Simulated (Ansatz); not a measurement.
H₂O⁺, doublet: the ladder up to full CI

Geometry: a point of a bend scan, not a stationary point.

```
atom   x (Å)    y (Å)    z (Å)
   O  0.0000  -0.0218   0.0000
   H  0.0000   0.1732  -0.9847
   H  0.0000   0.1732   0.9847
```

Basis cc-pVDZ; Ansatz 0.2.0. Only valence electrons are correlated (noble-gas cores frozen), which leaves 7 electrons in 23 orbitals. R marks a restricted (for open shells ROHF) determinant, U an unrestricted one. Active spaces: pair = (3e, 3o) about the gap; valence = (7e, 6o) chosen from the atoms' valence shells.

Full CI is exact within this basis and frozen core; it isn't the basis-set limit. The frozen core follows each run's orbitals, which can shift R against U totals by a few meV.

For open shells CISD is restricted-active-space CI with the open shells as a complete middle space.

The UHF ⟨S²⟩ is 0.757 and the T1 diagnostic (RCCSD) is 0.0131. The largest doubles amplitude (RCCSD) is 0.048 and the T1 diagnostic (UCCSD) is 0.0067.

```
                   level  E − E(full CI) (kJ/mol)  share of correlation (%)  wall time
                     RHF                    457.0                      0.00          –
                     UHF                    444.6                      2.70          –
                    RMP2                     48.5                     89.39          –
                    UMP2                     48.3                     89.44          –
                    CISD                     19.0                     95.85     0.57 s
                   RCCSD                      6.7                     98.53          –
                   UCCSD                      6.6                     98.57          –
                RCCSD(T)                      1.2                     99.74     0.66 s
                UCCSD(T)                      1.1                     99.76      0.6 s
                 BCCD(T)                      1.2                     99.74     0.75 s
                  RCCSDT                      0.5                     99.88          –
                  UCCSDT                      0.5                     99.90          –
               RCCSDT(Q)                      0.0                    100.00      3.6 s
               UCCSDT(Q)                     -0.1                    100.01      3.2 s
     CASSCF (pair space)                    406.6                     11.02          –
     NEVPT2 (pair space)                     42.8                     90.63      0.3 s
     MRCISD (pair space)                     15.2                     96.67          –
   MRCISD+Q (pair space)                      0.2                     99.96     0.48 s
  CASSCF (valence space)                    331.5                     27.46          –
  NEVPT2 (valence space)                     53.6                     88.28     0.24 s
  MRCISD (valence space)                     10.2                     97.77          –
MRCISD+Q (valence space)                      0.5                     99.88      0.6 s
```

The correlation energy at full CI, counted from RHF, is -4.736 eV. That run took 29 s on 1 thread of Arm Neoverse V1, shared host over 3,920,760 determinants.

Times hold each run's SCF and search for its determinant on a shared host, so for small cases they say little of a method's own cost; they ran on 1 thread of Arm Neoverse V1.

The full-CI state has the irrep B1 of C2v, in the program's axes.

Natural occupations of full CI about the gap: 1.979 1.972 1.966 0.994 0.023 0.021 0.014 0.006 0.005 0.005; effectively unpaired electrons, Σ n²(2−n)², 1.01.
